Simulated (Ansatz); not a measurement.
Results of HSE06 (plane waves, PAW; Ansatz, an electronic-structure program) for rutile TiO₂.

Numerical settings: plane-wave cutoff 500 eV, 6×6×8 k mesh (along the axes of the cell as run), gaussian smearing 0.02 eV, no spin polarisation, scalar-relativistic PAW data made under PBE.

Cell (relaxed with r²SCAN):

```
CELL_PARAMETERS angstrom
      4.59673     0.00000     0.00000
      0.00000     4.59673     0.00000
      0.00000     0.00000     2.95365
ATOMIC_POSITIONS crystal
  Ti 0.50000 0.50000 0.00000
  Ti 0.00000 0.00000 0.50000
  O  0.69539 0.69539 0.50000
  O  0.30461 0.30461 0.50000
  O  0.80461 0.19539 0.00000
  O  0.19539 0.80461 0.00000
```

Question: Predict the band gap.

Answer: 
* **band gap**: 3.38 eV (on the SCF k mesh)

Note: cell and atoms aren't relaxed at this level (largest force component 0.10 eV/Å, pressure -2.8 GPa).

The computed numbers hold no vibrational or temperature effects.
